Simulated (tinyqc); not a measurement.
Inside a calculation. Method: LCCD on RHF in the sto-6g basis, frozen core, for H2O, spin multiplicity 1. Computed by tinyqc, a small Python program that keeps every step (integrals from PySCF). Settings: charge = 0, multiplicity = 1, basis = sto-6g, method = RHF, frozen orbitals = 1, energy threshold = 1e-10, iteration cap = 58, orthogonalisation = symmetric, start = Wolfsberg-Helmholz matrix, DIIS depth = 6, amplitude equations = LCCD, DIIS depth for amplitudes = 0, cap on updates = 88. Command: `OMP_NUM_THREADS=1 python tinyqc.py 21454 21455 out.jsonl` (the two numbers bound the seeds that draw the settings). One thread of a shared host (Intel(R) Xeon(R) Processor @ 2.60GHz), about 0.2 s of CPU time with the checks. The early iterations of the SCF are left out here.

## One-electron integrals

Geometry (angstrom):

| atom | x | y | z |
|---|---|---|---|
| O | 0.0000 | 0.0000 | 0.0000 |
| H | 0.0000 | 0.8880 | 0.5910 |
| H | 0.0000 | -0.8880 | 0.5910 |

Basis sto-6g: exponents (1/bohr^2) and contraction coefficients of normalised primitives:

| element | l (shell) | exponent | coefficient |
|---|---|---|---|
| O | s (1) | 1355.5842 | 0.0092 |
| O | s (1) | 248.5449 | 0.0494 |
| O | s (1) | 69.5339 | 0.1685 |
| O | s (1) | 23.8868 | 0.3706 |
| O | s (1) | 9.2759 | 0.4165 |
| O | s (1) | 3.8203 | 0.1303 |
| O | s (2) | 52.1878 | -0.0133 |
| O | s (2) | 10.3293 | -0.0470 |
| O | s (2) | 3.2103 | -0.0338 |
| O | s (2) | 1.2351 | 0.2502 |
| O | s (2) | 0.5364 | 0.5951 |
| O | s (2) | 0.2459 | 0.2407 |
| O | p (3) | 52.1878 | 0.0038 |
| O | p (3) | 10.3293 | 0.0377 |
| O | p (3) | 3.2103 | 0.1739 |
| O | p (3) | 1.2351 | 0.4180 |
| O | p (3) | 0.5364 | 0.4259 |
| O | p (3) | 0.2459 | 0.1017 |
| H | s (1) | 35.5232 | 0.0092 |
| H | s (1) | 6.5131 | 0.0494 |
| H | s (1) | 1.8221 | 0.1685 |
| H | s (1) | 0.6260 | 0.3706 |
| H | s (1) | 0.2431 | 0.4165 |
| H | s (1) | 0.1001 | 0.1303 |

Overlap, kinetic and nuclear-attraction integrals over the contracted functions; the nuclear repulsion is the sum of Za Zb / Rab.

nuclear repulsion = 8.235454 hartree

overlap S:
```
         1O 1s   1O 2s  1O 2px   1O 2py  1O 2pz   2H 1s    3H 1s
1O 1s   1.0000  0.2311  0.0000   0.0000  0.0000  0.0431   0.0431
1O 2s   0.2311  1.0000  0.0000   0.0000  0.0000  0.4080   0.4080
1O 2px  0.0000  0.0000  1.0000   0.0000  0.0000  0.0000   0.0000
1O 2py  0.0000  0.0000  0.0000   1.0000  0.0000  0.2936  -0.2936
1O 2pz  0.0000  0.0000  0.0000   0.0000  1.0000  0.1954   0.1954
2H 1s   0.0431  0.4080  0.0000   0.2936  0.1954  1.0000   0.1704
3H 1s   0.0431  0.4080  0.0000  -0.2936  0.1954  0.1704   1.0000
```

kinetic energy T (hartree):
```
          1O 1s    1O 2s  1O 2px   1O 2py  1O 2pz    2H 1s    3H 1s
1O 1s   29.3272  -0.8960  0.0000   0.0000  0.0000  -0.0053  -0.0053
1O 2s   -0.8960   0.8426  0.0000   0.0000  0.0000   0.0813   0.0813
1O 2px   0.0000   0.0000  2.5313   0.0000  0.0000   0.0000   0.0000
1O 2py   0.0000   0.0000  0.0000   2.5313  0.0000   0.1713  -0.1713
1O 2pz   0.0000   0.0000  0.0000   0.0000  2.5313   0.1140   0.1140
2H 1s   -0.0053   0.0813  0.0000   0.1713  0.1140   0.7685  -0.0073
3H 1s   -0.0053   0.0813  0.0000  -0.1713  0.1140  -0.0073   0.7685
```

nuclear attraction V (hartree):
```
           1O 1s    1O 2s   1O 2px    1O 2py   1O 2pz    2H 1s    3H 1s
1O 1s   -62.2505  -6.3806   0.0000    0.0000  -0.0147  -1.3605  -1.3605
1O 2s    -6.3806  -9.9857   0.0000    0.0000  -0.1683  -3.1626  -3.1626
1O 2px    0.0000   0.0000  -9.9203    0.0000   0.0000   0.0000   0.0000
1O 2py    0.0000   0.0000   0.0000  -10.0555   0.0000  -2.0219   2.0219
1O 2pz   -0.0147  -0.1683   0.0000    0.0000  -9.9802  -1.3898  -1.3898
2H 1s    -1.3605  -3.1626   0.0000   -2.0219  -1.3898  -5.4122  -1.0350
3H 1s    -1.3605  -3.1626   0.0000    2.0219  -1.3898  -1.0350  -5.4122
```

core Hamiltonian H = T + V (hartree):
```
           1O 1s    1O 2s   1O 2px   1O 2py   1O 2pz    2H 1s    3H 1s
1O 1s   -32.9233  -7.2766   0.0000   0.0000  -0.0147  -1.3659  -1.3659
1O 2s    -7.2766  -9.1431   0.0000   0.0000  -0.1683  -3.0813  -3.0813
1O 2px    0.0000   0.0000  -7.3890   0.0000   0.0000   0.0000   0.0000
1O 2py    0.0000   0.0000   0.0000  -7.5242   0.0000  -1.8506   1.8506
1O 2pz   -0.0147  -0.1683   0.0000   0.0000  -7.4489  -1.2758  -1.2758
2H 1s    -1.3659  -3.0813   0.0000  -1.8506  -1.2758  -4.6437  -1.0423
3H 1s    -1.3659  -3.0813   0.0000   1.8506  -1.2758  -1.0423  -4.6437
```

## Two-electron integrals

Functions are numbered as in S; the eight-fold symmetry (ij|kl) = (ji|kl) = (kl|ij) leaves the list below.

Two-electron integrals (ij|kl) in chemists' order, unique and non-zero (hartree):
```
(11|11) 4.7875      (21|11) 0.6759      (21|21) 0.1215      (22|11) 1.1174
(22|21) 0.2492      (22|22) 0.8174      (31|31) 0.0258      (32|31) 0.0391
(32|32) 0.1807      (33|11) 1.1174      (33|21) 0.2492      (33|22) 0.8174
(33|33) 0.8807      (41|41) 0.0258      (42|41) 0.0391      (42|42) 0.1807
(43|43) 0.0475      (44|11) 1.1174      (44|21) 0.2492      (44|22) 0.8174
(44|33) 0.7857      (44|44) 0.8807      (51|51) 0.0258      (52|51) 0.0391
(52|52) 0.1807      (53|53) 0.0475      (54|54) 0.0475      (55|11) 1.1174
(55|21) 0.2492      (55|22) 0.8174      (55|33) 0.7857      (55|44) 0.7857
(55|55) 0.8807      (61|11) 0.1343      (61|21) 0.0231      (61|22) 0.0464
(61|33) 0.0463      (61|41) 0.0009      (61|42) 0.0018      (61|44) 0.0465
(61|51) 0.0006      (61|52) 0.0012      (61|54) 1.38e-04    (61|55) 0.0464
(61|61) 0.0045      (62|11) 0.3332      (62|21) 0.0754      (62|22) 0.2747
(62|33) 0.2700      (62|41) 0.0050      (62|42) 0.0375      (62|44) 0.2796
(62|51) 0.0034      (62|52) 0.0250      (62|54) 0.0064      (62|55) 0.2743
(62|61) 0.0144      (62|62) 0.1159      (63|31) 0.0083      (63|32) 0.0469
(63|43) 0.0077      (63|53) 0.0051      (63|63) 0.0162      (64|11) 0.2030
(64|21) 0.0466      (64|22) 0.1810      (64|33) 0.1729      (64|41) 0.0110
(64|42) 0.0701      (64|44) 0.1944      (64|51) 0.0018      (64|52) 0.0154
(64|54) 0.0092      (64|55) 0.1756      (64|61) 0.0093      (64|62) 0.0928
(64|64) 0.0897      (65|11) 0.1351      (65|21) 0.0310      (65|22) 0.1204
(65|33) 0.1151      (65|41) 0.0018      (65|42) 0.0154      (65|44) 0.1192
(65|51) 0.0095      (65|52) 0.0572      (65|54) 0.0104      (65|55) 0.1271
(65|61) 0.0062      (65|62) 0.0618      (65|64) 0.0489      (65|65) 0.0488
(66|11) 0.4839      (66|21) 0.1115      (66|22) 0.4654      (66|33) 0.4470
(66|41) 0.0095      (66|42) 0.0969      (66|44) 0.4852      (66|51) 0.0063
(66|52) 0.0645      (66|54) 0.0254      (66|55) 0.4639      (66|61) 0.0216
(66|62) 0.2515      (66|64) 0.2299      (66|65) 0.1530      (66|66) 0.7750
(71|11) 0.1343      (71|21) 0.0231      (71|22) 0.0464      (71|33) 0.0463
(71|41) -0.0009     (71|42) -0.0018     (71|44) 0.0465      (71|51) 0.0006
(71|52) 0.0012      (71|54) -1.38e-04   (71|55) 0.0464      (71|61) 0.0044
(71|62) 0.0139      (71|64) 0.0082      (71|65) 0.0060      (71|66) 0.0205
(71|71) 0.0045      (72|11) 0.3332      (72|21) 0.0754      (72|22) 0.2747
(72|33) 0.2700      (72|41) -0.0050     (72|42) -0.0375     (72|44) 0.2796
(72|51) 0.0034      (72|52) 0.0250      (72|54) -0.0064     (72|55) 0.2743
(72|61) 0.0139      (72|62) 0.0912      (72|64) 0.0509      (72|65) 0.0472
(72|66) 0.1589      (72|71) 0.0144      (72|72) 0.1159      (73|31) 0.0083
(73|32) 0.0469      (73|43) -0.0077     (73|53) 0.0051      (73|63) 0.0123
(73|73) 0.0162      (74|11) -0.2030     (74|21) -0.0466     (74|22) -0.1810
(74|33) -0.1729     (74|41) 0.0110      (74|42) 0.0701      (74|44) -0.1944
(74|51) -0.0018     (74|52) -0.0154     (74|54) 0.0092      (74|55) -0.1756
(74|61) -0.0082     (74|62) -0.0509     (74|64) -0.0168     (74|65) -0.0258
(74|66) -0.0804     (74|71) -0.0093     (74|72) -0.0928     (74|74) 0.0897
(75|11) 0.1351      (75|21) 0.0310      (75|22) 0.1204      (75|33) 0.1151
(75|41) -0.0018     (75|42) -0.0154     (75|44) 0.1192      (75|51) 0.0095
(75|52) 0.0572      (75|54) -0.0104     (75|55) 0.1271      (75|61) 0.0060
(75|62) 0.0472      (75|64) 0.0258      (75|65) 0.0363      (75|66) 0.0895
(75|71) 0.0062      (75|72) 0.0618      (75|74) -0.0489     (75|75) 0.0488
(76|11) 0.1040      (76|21) 0.0237      (76|22) 0.0931      (76|33) 0.0912
(76|44) 0.0932      (76|51) 0.0017      (76|52) 0.0148      (76|55) 0.0950
(76|61) 0.0045      (76|62) 0.0382      (76|64) 0.0266      (76|65) 0.0229
(76|66) 0.0843      (76|71) 0.0045      (76|72) 0.0382      (76|74) -0.0266
(76|75) 0.0229      (76|76) 0.0155      (77|11) 0.4839      (77|21) 0.1115
(77|22) 0.4654      (77|33) 0.4470      (77|41) -0.0095     (77|42) -0.0969
(77|44) 0.4852      (77|51) 0.0063      (77|52) 0.0645      (77|54) -0.0254
(77|55) 0.4639      (77|61) 0.0205      (77|62) 0.1589      (77|64) 0.0804
(77|65) 0.0895      (77|66) 0.2957      (77|71) 0.0216      (77|72) 0.2515
(77|74) -0.2299     (77|75) 0.1530      (77|76) 0.0843      (77|77) 0.7750
```

## Orthogonalisation

S = U s U^T; symmetric (Loewdin) form X = U s^(-1/2) U^T, so that X^T S X = 1.

eigenvalues of S: 0.4146  0.4909  0.8949  1.0000  1.0856  1.3387  1.7753

X:
```
          1O 1s    1O 2s  1O 2px   1O 2py   1O 2pz    2H 1s    3H 1s
1O 1s    1.0225  -0.1342  0.0000   0.0000  -0.0068   0.0182   0.0182
1O 2s   -0.1342   1.1768  0.0000   0.0000   0.0732  -0.2412  -0.2412
1O 2px   0.0000   0.0000  1.0000   0.0000   0.0000   0.0000   0.0000
1O 2py   0.0000   0.0000  0.0000   1.0892   0.0000  -0.1950   0.1950
1O 2pz  -0.0068   0.0732  0.0000   0.0000   1.0344  -0.1136  -0.1136
2H 1s    0.0182  -0.2412  0.0000  -0.1950  -0.1136   1.1445  -0.0578
3H 1s    0.0182  -0.2412  0.0000   0.1950  -0.1136  -0.0578   1.1445
```

## Iteration 8 (converged): orbitals

converged F (hartree):
```
           1O 1s    1O 2s   1O 2px   1O 2py   1O 2pz    2H 1s    3H 1s
1O 1s   -20.5030  -4.9618   0.0000   0.0000  -0.0257  -0.9326  -0.9326
1O 2s    -4.9618  -2.3059   0.0000   0.0000  -0.0781  -0.8389  -0.8389
1O 2px    0.0000   0.0000  -0.3860   0.0000   0.0000   0.0000   0.0000
1O 2py    0.0000   0.0000   0.0000  -0.2589   0.0000  -0.3816   0.3816
1O 2pz   -0.0257  -0.0781   0.0000   0.0000  -0.2924  -0.3067  -0.3067
2H 1s    -0.9326  -0.8389   0.0000  -0.3816  -0.3067  -0.4462  -0.2512
3H 1s    -0.9326  -0.8389   0.0000   0.3816  -0.3067  -0.2512  -0.4462
```

Diagonalise F' = X^T F X, C = X C', fill 5 alpha and 5 beta electrons from the bottom; D = 2 C_occ C_occ^T. Each column has its largest component positive (the first on a tie).

F' = X^T F X (hartree):
```
          1        2        3        4        5        6        7
1  -20.1767  -2.5044   0.0000   0.0000  -0.0447  -0.1374  -0.1374
2   -2.5044  -1.2380   0.0000   0.0000   0.0994  -0.4332  -0.4332
3    0.0000   0.0000  -0.3860   0.0000   0.0000   0.0000   0.0000
4    0.0000   0.0000   0.0000   0.0022   0.0000  -0.4281   0.4281
5   -0.0447   0.0994   0.0000   0.0000  -0.1815  -0.2861  -0.2861
6   -0.1374  -0.4332   0.0000  -0.4281  -0.2861  -0.0104  -0.0667
7   -0.1374  -0.4332   0.0000   0.4281  -0.2861  -0.0667  -0.0104
```

orbital energies (hartree): MO1 -20.5060, MO2 -1.2198, MO3 -0.5767, MO4 -0.4257, MO5 -0.3860, MO6 0.4782, MO7 0.6352

coefficients C:
```
            MO1      MO2      MO3      MO4     MO5      MO6      MO7
1O 1s    0.9968  -0.2264   0.0000   0.0851  0.0000   0.1101   0.0000
1O 2s    0.0147   0.8776   0.0000  -0.4719  0.0000  -0.7291   0.0000
1O 2px   0.0000   0.0000   0.0000   0.0000  1.0000   0.0000   0.0000
1O 2py   0.0000   0.0000   0.5966   0.0000  0.0000   0.0000   0.9521
1O 2pz   0.0024   0.0891   0.0000   0.7801  0.0000  -0.6962   0.0000
2H 1s   -0.0030   0.1455   0.4467   0.3102  0.0000   0.7378  -0.7492
3H 1s   -0.0030   0.1455  -0.4467   0.3102  0.0000   0.7378   0.7492
```

D after iteration 8:
```
          1O 1s    1O 2s  1O 2px   1O 2py   1O 2pz    2H 1s    3H 1s
1O 1s    2.1042  -0.4484  0.0000   0.0000   0.0972  -0.0192  -0.0192
1O 2s   -0.4484   1.9863  0.0000   0.0000  -0.5799  -0.0375  -0.0375
1O 2px   0.0000   0.0000  2.0000   0.0000   0.0000   0.0000   0.0000
1O 2py   0.0000   0.0000  0.0000   0.7119   0.0000   0.5330  -0.5330
1O 2pz   0.0972  -0.5799  0.0000   0.0000   1.2330   0.5099   0.5099
2H 1s   -0.0192  -0.0375  0.0000   0.5330   0.5099   0.6339  -0.1642
3H 1s   -0.0192  -0.0375  0.0000  -0.5330   0.5099  -0.1642   0.6339
```

## Convergence

Stop when the energy changes by less than 1e-10 hartree and every element of the error matrix X^T (F D S - S D F) X is below 3e-06.

Course of the cycle:

| iteration | E (hartree) | change | largest element of the error matrix |
|---|---|---|---|
| 1 | -75.284944 | - | 4.55e-01 |
| 2 | -75.638681 | -3.54e-01 | 1.18e-01 |
| 3 | -75.658295 | -1.96e-02 | 3.52e-02 |
| 4 | -75.660417 | -2.12e-03 | 6.47e-03 |
| 5 | -75.660539 | -1.22e-04 | 2.10e-03 |
| 6 | -75.660553 | -1.38e-05 | 3.79e-05 |
| 7 | -75.660553 | -1.67e-09 | 3.47e-07 |
| 8 | -75.660553 | -1.85e-13 | 5.90e-10 |

PySCF RHF in the same basis = -75.660553 hartree

Converged in 8 iterations.

## Integrals over molecular orbitals

(pq|rs) = sum C_ip C_jq C_kr C_ls (ij|kl), one index at a time.

one-electron integrals over orbitals h = C^T H C (hartree):
```
          1        2        3        4        5        6        7
1  -32.9104   0.5768   0.0000  -0.2078   0.0000  -0.2862   0.0000
2    0.5768  -7.6238   0.0000   0.5069   0.0000   1.2852   0.0000
3    0.0000   0.0000  -6.0880   0.0000   0.0000   0.0000  -1.7830
4   -0.2078   0.5069   0.0000  -6.7706   0.0000   1.2147   0.0000
5    0.0000   0.0000   0.0000   0.0000  -7.3890   0.0000   0.0000
6   -0.2862   1.2852   0.0000   1.2147   0.0000  -5.2528   0.0000
7    0.0000   0.0000  -1.7830   0.0000   0.0000   0.0000  -5.5833
```

Two-electron integrals over orbitals (pq|rs), unique and non-zero (hartree); the lowest 1 orbital is frozen and left out:
```
(22|22) 0.7244    (32|32) 0.1345    (33|22) 0.6196    (33|33) 0.6012
(42|22) -0.0182   (42|33) 0.0043    (42|42) 0.1305    (43|32) 0.0274
(43|43) 0.0518    (44|22) 0.6749    (44|33) 0.5756    (44|42) -0.1004
(44|44) 0.7388    (52|52) 0.1496    (53|53) 0.0267    (54|52) -0.0428
(54|54) 0.0500    (55|22) 0.7546    (55|33) 0.6060    (55|42) -0.0746
(55|44) 0.7100    (55|55) 0.8807    (62|22) -0.1352   (62|33) -0.0655
(62|42) -0.0291   (62|44) -0.0770   (62|55) -0.1485   (62|62) 0.0959
(63|32) 0.0439    (63|43) 0.0371    (63|63) 0.0804    (64|22) -0.1168
(64|33) -0.0445   (64|42) 0.0350    (64|44) -0.1276   (64|55) -0.1355
(64|62) 0.0638    (64|64) 0.0834    (65|52) -0.0549   (65|54) -0.0035
(65|65) 0.0352    (66|22) 0.5899    (66|33) 0.5509    (66|42) 0.0532
(66|44) 0.5402    (66|55) 0.5724    (66|62) -0.0888   (66|64) -0.0472
(66|66) 0.5792    (72|32) 0.0527    (72|43) -0.0289   (72|63) -0.0306
(72|72) 0.0673    (73|22) 0.1622    (73|33) 0.0897    (73|42) -0.0726
(73|44) 0.1545    (73|55) 0.2006    (73|62) -0.0731   (73|64) -0.0903
(73|66) 0.0409    (73|73) 0.1553    (74|32) -0.0711   (74|43) -0.0075
(74|63) -0.0531   (74|72) -0.0177   (74|74) 0.0672    (75|53) 0.0240
(75|75) 0.0255    (76|32) -0.0930   (76|43) -0.0586   (76|63) -0.0730
(76|72) 0.0027    (76|74) 0.0591    (76|76) 0.1187    (77|22) 0.6162
(77|33) 0.5898    (77|42) -0.0201   (77|44) 0.5931    (77|55) 0.6185
(77|62) -0.0657   (77|64) -0.0491   (77|66) 0.5520    (77|73) 0.1015
(77|77) 0.6071
```

## LCCD: starting amplitudes

t_ij^ab = <ij||ab> / (e_i + e_j - e_a - e_b), whose energy is MP2.

Starting amplitudes (spin orbitals 1a, 1b, ...; amplitudes related by a flip of all spins are not repeated):

| from | to | t |
|---|---|---|
| 3a 3b | 7a 7b | -0.0641 |
| 4a 4b | 6a 6b | -0.0461 |
| 3a 4b | 6b 7a | -0.0427 |
| 3a 3b | 6a 6b | -0.0381 |
| 4a 4b | 7a 7b | -0.0317 |
| 2a 2b | 6a 6b | -0.0282 |
| 2a 3b | 6a 7b | 0.0251 |
| 3a 4b | 6a 7b | 0.0251 |
| 2a 4b | 6a 6b | -0.0245 |
| 5a 5b | 6a 6b | -0.0204 |
| 2a 2b | 7a 7b | -0.0182 |
| 3a 4a | 6a 7a | -0.0176 |
| 2a 3a | 6a 7a | 0.0146 |
| 5a 5b | 7a 7b | -0.0125 |
| 2a 3b | 6b 7a | -0.0105 |
| 2a 4b | 7a 7b | 0.0061 |

correlation energy = -0.044542 hartree

## LCCD: amplitude update 1

t_ij^ab D_ij^ab are set to the remaining terms of the spin-orbital equations, evaluated with the old amplitudes; for the doubles these are <ij||ab> + 1/2 <ab||ef> t_ij^ef + 1/2 <mn||ij> t_mn^ab + P(ij)P(ab) <mb||ej> t_im^ae, D the orbital-energy denominators (linear CCD).

Amplitudes after update 1 (spin orbitals 1a, 1b, ...; amplitudes related by a flip of all spins are not repeated):

| from | to | t |
|---|---|---|
| 3a 3b | 7a 7b | -0.0819 |
| 4a 4b | 6a 6b | -0.0599 |
| 3a 4b | 6b 7a | -0.0563 |
| 3a 3b | 6a 6b | -0.0529 |
| 4a 4b | 7a 7b | -0.0423 |
| 3a 4b | 6a 7b | 0.0386 |
| 2a 4b | 6a 6b | -0.0347 |
| 2a 3b | 6a 7b | 0.0318 |
| 2a 2b | 6a 6b | -0.0317 |
| 5a 5b | 6a 6b | -0.0253 |
| 2a 2b | 7a 7b | -0.0201 |
| 3a 4a | 6a 7a | -0.0176 |
| 2a 3b | 6b 7a | -0.0173 |
| 2a 3a | 6a 7a | 0.0145 |
| 5a 5b | 7a 7b | -0.0138 |
| 2a 4b | 7a 7b | 0.0056 |

correlation energy = -0.057583 hartree

## LCCD: amplitude update 2

As before.

Amplitudes after update 2 (spin orbitals 1a, 1b, ...; amplitudes related by a flip of all spins are not repeated):

| from | to | t |
|---|---|---|
| 3a 3b | 7a 7b | -0.0879 |
| 4a 4b | 6a 6b | -0.0655 |
| 3a 4b | 6b 7a | -0.0611 |
| 3a 3b | 6a 6b | -0.0589 |
| 4a 4b | 7a 7b | -0.0463 |
| 3a 4b | 6a 7b | 0.0454 |
| 2a 4b | 6a 6b | -0.0388 |
| 2a 3b | 6a 7b | 0.0337 |
| 2a 2b | 6a 6b | -0.0320 |
| 5a 5b | 6a 6b | -0.0269 |
| 2a 3b | 6b 7a | -0.0205 |
| 2a 2b | 7a 7b | -0.0200 |
| 3a 4a | 6a 7a | -0.0157 |
| 5a 5b | 7a 7b | -0.0135 |
| 2a 3a | 6a 7a | 0.0132 |
| 2a 4b | 7a 7b | 0.0049 |

correlation energy = -0.062117 hartree

## LCCD: convergence

E_corr = 1/4 sum <ij||ab> t_ij^ab; stop when the norm of the change is below 1e-8.

Course of the amplitude iterations:

| update | correlation energy (hartree) | norm of the change |
|---|---|---|
| 0 | -0.044542 | - |
| 1 | -0.057583 | 8.95e-02 |
| 2 | -0.062117 | 3.65e-02 |
| 3 | -0.063893 | 1.63e-02 |
| 4 | -0.064641 | 7.53e-03 |
| 5 | -0.064969 | 3.58e-03 |
| 6 | -0.065116 | 1.75e-03 |
| 7 | -0.065184 | 8.87e-04 |
| 8 | -0.065215 | 4.62e-04 |
| 9 | -0.065230 | 2.47e-04 |
| 10 | -0.065237 | 1.35e-04 |
| 11 | -0.065240 | 7.52e-05 |
| 12 | -0.065242 | 4.23e-05 |
| 13 | -0.065243 | 2.39e-05 |
| 14 | -0.065243 | 1.36e-05 |
| 15 | -0.065243 | 7.75e-06 |
| 16 | -0.065243 | 4.43e-06 |
| 17 | -0.065243 | 2.53e-06 |
| 18 | -0.065243 | 1.45e-06 |
| 19 | -0.065243 | 8.31e-07 |
| 20 | -0.065243 | 4.76e-07 |
| 21 | -0.065243 | 2.73e-07 |
| 22 | -0.065243 | 1.56e-07 |
| 23 | -0.065243 | 8.97e-08 |
| 24 | -0.065243 | 5.14e-08 |
| 25 | -0.065243 | 2.95e-08 |
| 26 | -0.065243 | 1.69e-08 |
| 27 | -0.065243 | 9.70e-09 |

Converged amplitudes (spin orbitals 1a, 1b, ...; amplitudes related by a flip of all spins are not repeated):

| from | to | t |
|---|---|---|
| 3a 3b | 7a 7b | -0.0924 |
| 4a 4b | 6a 6b | -0.0713 |
| 3a 4b | 6b 7a | -0.0643 |
| 3a 3b | 6a 6b | -0.0624 |
| 3a 4b | 6a 7b | 0.0517 |
| 4a 4b | 7a 7b | -0.0484 |
| 2a 4b | 6a 6b | -0.0422 |
| 2a 3b | 6a 7b | 0.0345 |
| 2a 2b | 6a 6b | -0.0319 |
| 5a 5b | 6a 6b | -0.0282 |
| 2a 3b | 6b 7a | -0.0229 |
| 2a 2b | 7a 7b | -0.0195 |
| 5a 5b | 7a 7b | -0.0126 |
| 3a 4a | 6a 7a | -0.0126 |
| 2a 3a | 6a 7a | 0.0115 |
| 2a 4b | 7a 7b | 0.0043 |

LCCD total energy = -75.725796 hartree

Converged in 27 updates.
